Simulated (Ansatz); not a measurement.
# Property card for Ba2BiSb2

The calculation used DFT PBEsol, scalar-relativistic, plane waves, PAW in Ansatz 0.2.0.

Cutoff 420 eV; k points 10×10×10 on the computed 5-atom cell (Γ-centred); Gaussian smearing, width 0.10 eV; no spin polarisation.

The structure is relaxed at this level of theory with its symmetry kept.

It takes space group Immm (No. 71, orthorhombic). Conventional cell: a = 4.746 Å, b = 7.512 Å, c = 9.955 Å, α = 90.00°, β = 90.00°, γ = 90.00°. Ba (site symmetry mm2) is surrounded by 6 Sb at 3.57 to 3.58 Å and 2 Bi at 3.67 Å. Sb (site symmetry m2m) is surrounded by 1 Sb at 3.05 Å and 2 Bi at 3.26 Å. Bi (site symmetry mmm) is surrounded by 4 Sb at 3.26 Å and 4 Ba at 3.67 Å.

* Volume per atom: 35.49 Å³
* Formation energy from the elements' standard states (uncorrected): -0.886 eV/atom
* Kohn–Sham band gap: none (metal)
* Density of states at the Fermi level: 2.32 states/eV per cell
* Löwdin character within 0.5 eV of the Fermi level: Sb 5p 47 %, Bi 6p 25 %, unprojected 20 %
* Bulk modulus: 39 GPa
* Its pressure derivative: 4.2
* Bader charges (e): Ba (2 in the cell) 1.15, Sb (2 in the cell) -0.95, Bi (1 in the cell) -0.41

Spin-orbit coupling is left out, which matters for the bands of heavy elements.